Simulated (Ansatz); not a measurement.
Species: C2H6S, SMILES `CSC` (charge 0, multiplicity 1), formula C2H6S.

Problem. How many basis functions does frozen-core CCSD(T)/cc-pVTZ // PBE0-D4/def2-TZVP (Ansatz, an electronic-structure program) use, how many core orbitals are frozen, and how many electrons are correlated?

Solution. 178 basis functions and 7 frozen orbitals, which leaves 20 correlated electrons. Core time is of the order of seconds.
